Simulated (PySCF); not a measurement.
Molecule: SMILES O=C(C=C)C=C, C5H6O.

Numbering as in the mapped SMILES `[CH2:1]=[CH:2][C:3](=[O:4])[CH:5]=[CH2:6]`; H(Xn) means a hydrogen on atom n. Ha(C1), Ha(C6) are cis to C3; Hb(C1), Hb(C6) are trans to C3.

Spin–spin couplings on one PBE0-D3(BJ)/def2-SVP geometry, PySCF, gas phase, non-relativistic, equivalent pairs averaged (without the spin–dipole term); isotopes ¹H; basis pcJ-1.

Reference values (Hz): ³J(H(C2),Hb(C1)) = 11.0 (measured; solution (compiled); Pretsch, Buehlmann, Badertscher, Structure Determination of Organic Compounds, 4th ed., Springer 2009); ³J(H(C2),Ha(C1)) = 17.9 (measured; solution (compiled); Pretsch, Buehlmann, Badertscher, Structure Determination of Organic Compounds, 4th ed., Springer 2009); ²J(Hb(C1),Ha(C1)) = 1.4 (measured; solution (compiled); Pretsch, Buehlmann, Badertscher, Structure Determination of Organic Compounds, 4th ed., Springer 2009).

How do the couplings (Hz) change with the functional? Times are CPU seconds on shared hosts with different chips, so compare them loosely.

Answers


| functional | functions | ³J(H(C2),Hb(C1)) | ³J(H(C2),Ha(C1)) | ²J(Hb(C1),Ha(C1)) | mean abs. error | core-s |
| --- | --- | --- | --- | --- | --- | --- |
| LDA | 222 | 8.3 | 13.3 | 3.3 | 3.1 | 16 |
| PBE | 222 | 9.9 | 17.0 | 3.2 | 1.3 | 23 |
| KT2 | 222 | 12.5 | 22.9 | 1.9 | 2.3 | 24 |
| B3LYP | 222 | 11.0 | 18.1 | 3.0 | 0.6 | 28 |
| PBE0 | 222 | 11.0 | 18.0 | 0.7 | 0.3 | 27 |
| B97-2 | 222 | 9.6 | 16.0 | 1.7 | 1.2 | 27 |
| BHandHLYP | 222 | 13.4 | 20.9 | -0.8 | 2.0 | 33 |
| CAM-B3LYP | 222 | 11.4 | 18.1 | 2.1 | 0.5 | 38 |

Errors compare magnitudes, without vibrational corrections, and the largest couplings weigh most in the mean. Closest: PBE0 and CAM-B3LYP, practically level; furthest: LDA. Left out for a near triplet instability: HF/pcJ-1.
